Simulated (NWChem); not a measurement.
System: formaldehyde (CH$_{2}$O); SMILES C=O

Input file for NWChem:

```
start job
memory heap 200 mb stack 900 mb global 1100 mb
geometry units angstroms noautoz
  C      0.000000     0.000000     0.518354
  O      0.000000     0.000000    -0.689787
  H      0.000000    -0.952900     1.130045
  H      0.000000     0.952900     1.130045
end
basis spherical
  * library def2-tzvp
end
dft
  xc b3pw91
  iterations 150
  mulliken
end
task dft energy
```

Coordinates come from a PBE-D3(BJ)/def2-SVP optimisation.

Task: Give the results of this calculation. (B3PW91/def2-TZVP.) Quantities: energy (Ha); highest occupied level (eV); orbital gap (eV); dipole (D).

Result: 
| Quantity | Result |
|---|---|
| energy (Ha) | -114.50 |
| highest occupied level (eV) | -7.60 |
| orbital gap (eV) | 5.97 |
| dipole (D) | 2.33 |
